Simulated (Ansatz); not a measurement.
## Structure relaxation of ReBi3

These are results of DFT PBE, scalar-relativistic, plane waves, PAW in Ansatz, not measurements. Cutoff 420 eV, Γ-centred k mesh, Gaussian smearing, no spin polarisation in the final step.

The start puts ReBi3 on the Cu3Au (L1_2) structure type (Pm-3m, No. 221), with Re in place of Au, Bi in place of Cu, at a guessed volume.

```
CELL_PARAMETERS angstrom
4.70612 0.00000 0.00000
0.00000 4.70612 0.00000
0.00000 0.00000 4.70612
ATOMIC_POSITIONS crystal
Re 0.00000 0.00000 0.00000
Bi 0.00000 0.50000 0.50000
Bi 0.50000 0.00000 0.50000
Bi 0.50000 0.50000 0.00000
```

Cell and atoms relax at zero pressure; the relaxation can't lower the symmetry of the start.

Formation energies are uncorrected and refer to the elements' standard structures at the same level.

(1) What does it relax into?

(2) What are its volume, energy, density and gap?

Results:

(1) It keeps Pm-3m (No. 221). The result has the Cu3Au (L1_2) structure. Conventional cell: a = 4.691 Å. Re is coordinated by 12 Bi at 3.32 Å; Bi has 4 Re at 3.32 Å and 8 Bi at 3.32 Å.

```
Re Bi
1.0
     4.69101    0.00000    0.00000
     0.00000    4.69101    0.00000
     0.00000    0.00000    4.69101
Re Bi
1 3
Direct
  0.00000 0.00000 0.00000
  0.00000 0.50000 0.50000
  0.50000 0.00000 0.50000
  0.50000 0.50000 0.00000
```

(2) The volume per atom is 25.81 Å³. The density is 13.08 g/cm³. The energy over the elements is 1.12 eV/atom and the gap on the 10×10×10 mesh is 0 eV (a metal).

The final run used a 10×10×10 mesh on its 4-atom cell and 0.10 eV smearing. The k mesh leaves about 4 meV/atom of noise in metals. Spin–orbit coupling is left out. A structure relaxed within its symmetry needn't be a true minimum.

Cost: 2 runs of about 0.97 core-minutes in all, on Arm Neoverse V1 (shared hosts).